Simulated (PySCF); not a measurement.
formic acid cation (CH2O2), SMILES O=CO (connectivity only; charge and spin as stated), charge +1, multiplicity 2.

Coordinates come from a B3LYP-D3(BJ)/def2-TZVP optimisation. The multiplicity is an assumed one; other spin states were not compared. One conformer was computed; it need not be the lowest.

These are SMD-PBE0/6-31G* (PySCF) values and carry that method's errors.

Solvation free energies are E(SMD) − E(gas) at the gas-phase geometry, for 1 M in both phases.

**Question.** Estimate the solvation free energies in water, N,N-dimethylformamide, tetrahydrofuran. (The exact figures need the calculation; the answer reports its results.)

**Answer.** 
```
solvent                ΔG(solv) (kcal/mol)  its non-electrostatic (CDS) part
---------------------  -------------------  --------------------------------
water                                -80.7                               4.4
N,N-dimethylformamide                -69.9                              -0.8
tetrahydrofuran                      -61.6                              -0.7
```
